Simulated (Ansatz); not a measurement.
A nudged elastic band was laid between two geometries of CH₅FSi (8 atoms, charge 0, multiplicity 1).

The calculation used Ansatz, RKS PBE-D4/def2-SVP.

```json
{
  "movable images": "5",
  "climbing image": "yes",
  "spring": "5.0 eV/Å²",
  "optimiser": "quadratic models (default)",
  "start path": "through a guess of the saddle point",
  "force threshold": "0.05 eV/Å",
  "iteration limit": "60",
  "end points": "relaxed"
}
```

Image 0:

```xyz
8
Properties=species:S:1:pos:R:3
Si 0.193 -0.044 0.130
H 0.556 -0.262 1.573
H 1.436 0.207 -0.678
F -0.733 1.312 0.050
C -0.770 -1.499 -0.553
H -1.685 -1.691 0.042
H -1.069 -1.324 -1.606
H -0.141 -2.414 -0.522
```

Image 6:

```xyz
8
Properties=species:S:1:pos:R:3
Si 0.004 0.248 -1.007
H 1.329 -0.390 1.562
H 1.571 -0.011 0.930
F -1.147 1.228 -0.319
C -0.842 -1.441 -0.703
H -1.372 -1.496 0.271
H -1.615 -1.557 -1.498
H -0.141 -2.296 -0.800
```

(1) Which bonds break or form, and what moves?

(2) What energy profile does the band end with?

(3) What is the geometry of the highest image?

Results:

(1) Bonds broken: Si1–H2, Si1–H3. Bonds formed: H2–H3. CH5FSi becomes CH3FSi + H2.

(2) It converged. The highest image is number 4 of 0 to 6, 64.4 kcal/mol above the first end and 15.8 kcal/mol above the last; the last end lies 48.6 kcal/mol above the first. Neighbouring images differ by up to 1.3 eV, so the band resolves the path poorly. A vibrational analysis at the climbing image gives one clearly imaginary mode, 1120i cm⁻¹: a first-order saddle point. The orbitals stay closed-shell, which can raise the energy where a bond breaks towards radicals; this wasn't checked here.

```json
{"image": "0", "path coordinate (Å)": "0.00", "energy (kcal/mol)": "0.0", "Si1–H2 (Å)": "1.50", "Si1–H3 (Å)": "1.50", "H2–H3 (Å)": "2.46"}
{"image": "1", "path coordinate (Å)": "0.41", "energy (kcal/mol)": "2.0", "Si1–H2 (Å)": "1.50", "Si1–H3 (Å)": "1.50", "H2–H3 (Å)": "2.36"}
{"image": "2", "path coordinate (Å)": "0.83", "energy (kcal/mol)": "13.8", "Si1–H2 (Å)": "1.48", "Si1–H3 (Å)": "1.49", "H2–H3 (Å)": "2.02"}
{"image": "3", "path coordinate (Å)": "1.24", "energy (kcal/mol)": "43.5", "Si1–H2 (Å)": "1.55", "Si1–H3 (Å)": "1.47", "H2–H3 (Å)": "1.58"}
{"image": "4", "path coordinate (Å)": "1.65", "energy (kcal/mol)": "64.4", "Si1–H2 (Å)": "1.76", "Si1–H3 (Å)": "1.53", "H2–H3 (Å)": "1.18"}
{"image": "5", "path coordinate (Å)": "2.37", "energy (kcal/mol)": "49.3", "Si1–H2 (Å)": "2.41", "Si1–H3 (Å)": "2.13", "H2–H3 (Å)": "0.79"}
{"image": "6", "path coordinate (Å)": "3.08", "energy (kcal/mol)": "48.6", "Si1–H2 (Å)": "2.96", "Si1–H3 (Å)": "2.50", "H2–H3 (Å)": "0.78"}
```

(3) 
```xyz
8
Properties=species:S:1:pos:R:3
Si 0.159 0.159 -0.485
H 0.751 -0.431 1.065
H 1.475 0.112 0.302
F -0.834 1.349 0.085
C -0.804 -1.474 -0.599
H -1.526 -1.616 0.227
H -1.354 -1.499 -1.561
H -0.080 -2.314 -0.599
```

Time of the run: 87 s on 1 thread of Arm Neoverse V2 (shared host), peak memory 0.12 GiB.
